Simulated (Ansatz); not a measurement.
# BH5P: the cost of one run

Program: Ansatz 0.2.0 through its Python package. The levels of theory stand in the script. These are calculated values, not measurements.

## 1. The system

Bond lengths: B1–P2 1.939 Å, B1–H3 1.191 Å, B1–H4 1.191 Å, B1–H5 1.191 Å, P2–H6 1.453 Å, P2–H7 1.453 Å. Angles: B1–P2–H6 93.9°, B1–P2–H7 93.9°, H6–P2–H7 93.8°, P2–B1–H3 109.4°, P2–B1–H4 109.4°, P2–B1–H5 109.7°, H3–B1–H4 109.4°, H3–B1–H5 109.4°, H4–B1–H5 109.4°.

The script holds or builds the structure itself.

## 2. The code

cas_bh5p.py

```python
# -*- coding: utf-8 -*-
import ansatz as az

BASIS = "6-31G*"
CHARGE = -1

geometry_ang = [
    ("B", (-0.7318, -0.1282, -0.045)),
    ("P", (1.0977, 0.0646, -0.6583)),
    ("H", (-1.4244, 0.6585, -0.6107)),
    ("H", (-1.1137, -1.232, -0.2782)),
    ("H", (-0.7844, 0.0696, 1.1287)),
    ("H", (1.3087, 1.3154, 0.0502)),
    ("H", (1.6479, -0.7479, 0.4132)),
]
mol = az.Crystal.molecule()
for symbol, xyz in geometry_ang:
    mol = mol.atom(symbol, xyz)

model = (
    mol.calculation()
    .basis(gaussian=BASIS)
    .charge(CHARGE)
    .correlation(active_electrons=2, active_orbitals=3)
)
for method in [None, "sc_nevpt2"]:
    rep = (model if method is None else model.correlation(method)).run(threads=1).report
    space = rep["configurations"]
    state = space["states"][0]
    print(method or "casscf", f"total {rep['free_energy_ev'] / 27.211386246:.6f} Ha, active-space state {state['energy']['hartree']:.6f} Ha, mean field {rep['reference_energy_ev'] / 27.211386246:.6f} Ha")
    print("  determinants", state["n_determinants"], " natural occupations", [round(n, 3) for n in space["natural_occupations"]])
```

## 3. The calls as engine input

The engine receives this input (first run):

```yaml
crystal:
  periodic: [false, false, false]
  atoms:
    - { symbol: B, position_ang: [-0.7318, -0.1282, -0.045] }
    - { symbol: P, position_ang: [1.0977, 0.0646, -0.6583] }
    - { symbol: H, position_ang: [-1.4244, 0.6585, -0.6107] }
    - { symbol: H, position_ang: [-1.1137, -1.232, -0.2782] }
    - { symbol: H, position_ang: [-0.7844, 0.0696, 1.1287] }
    - { symbol: H, position_ang: [1.3087, 1.3154, 0.0502] }
    - { symbol: H, position_ang: [1.6479, -0.7479, 0.4132] }
basis:
  gaussian:
    orbitals: "6-31G*"
total_charge: -1.0
correlation:
  active_space:
    window:
      electrons: 2
      orbitals: 3
```

## 4. Launch

Run with:

```sh
> python cas_bh5p.py
```

Q: Estimate wall time and peak memory on 1 thread of Intel Xeon 6975P-C (Granite Rapids), shared host.

About 1.5 s, with a peak of 0.16 GiB.
